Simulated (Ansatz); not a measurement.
```yaml
crystal:
  periodic: [false, false, false]
  atoms:
    - {symbol: Al, position_ang: [-1.884074, 0.392695, 0.000704]}
    - {symbol: S, position_ang: [0.286314, 0.657393, 0.010172]}
    - {symbol: S, position_ang: [1.405079, -0.985716, -0.010457]}
    - {symbol: H, position_ang: [-3.372545, -0.067308, -0.009781]}
basis:
  gaussian: {orbitals: def2-TZVP}
hamiltonian: {xc: pbe0}
relax: {f_tol: 0.004, max_steps: 80}
```

```sh
$ ansatz run in.yaml --threads 1 --pin off --events-out ev --progress --plain --max-ram 2176MiB
```

Steps of the relaxation (energy above the last step; positions in Å, forces in eV/Å):

```
4
step 1, 2369.0 meV
Al   -1.884    0.393    0.001    1.233   -0.192    0.000
S     0.286    0.657    0.010   -0.515    0.553    0.007
S     1.405   -0.986   -0.010   -0.334   -0.259   -0.005
H    -3.373   -0.067   -0.010   -0.385   -0.102   -0.002
```

```
4
step 2, 2171.8 meV
Al   -1.789    0.335    0.000    0.892    0.079    0.003
S     0.318    0.785    0.012   -0.709    0.446    0.005
S     1.212   -1.014   -0.011   -0.328   -0.371   -0.006
H    -3.307   -0.109   -0.010    0.145   -0.154   -0.002
```

```
4
step 3, 1895.9 meV
Al   -1.665    0.315    0.000   -0.908   -1.252   -0.020
S     0.275    0.885    0.013    1.453    1.301    0.022
S     1.018   -1.046   -0.012   -1.063   -0.135   -0.005
H    -3.193   -0.157   -0.011    0.517    0.086    0.003
```

```
4
step 5, 407.7 meV
Al   -1.443    0.095   -0.002   -0.624   -2.130   -0.032
S     0.314    1.137    0.017    1.356    0.862    0.016
S     0.628   -1.052   -0.013   -1.751    0.997    0.010
H    -3.064   -0.183   -0.011    1.018    0.271    0.007
```

```
4
step 10, 0.0 meV
Al   -1.414   -0.039   -0.004    0.000    0.000    0.000
S     0.329    1.197    0.018    0.000    0.000    0.000
S     0.492   -1.006   -0.013    0.000    0.000    0.000
H    -2.972   -0.155   -0.010    0.000    0.000    0.000
```

Close pairs at the end: Al1–H4 1.562 Å, Al1–S3 2.137 Å, Al1–S2 2.137 Å, S2–S3 2.209 Å.

A stationary point of restricted PBE0 after 10 steps (its stability towards spin polarisation wasn't tested); no frequencies were run, so it isn't proven a minimum. 38 s on 1 thread of Arm Neoverse V1, shared host.
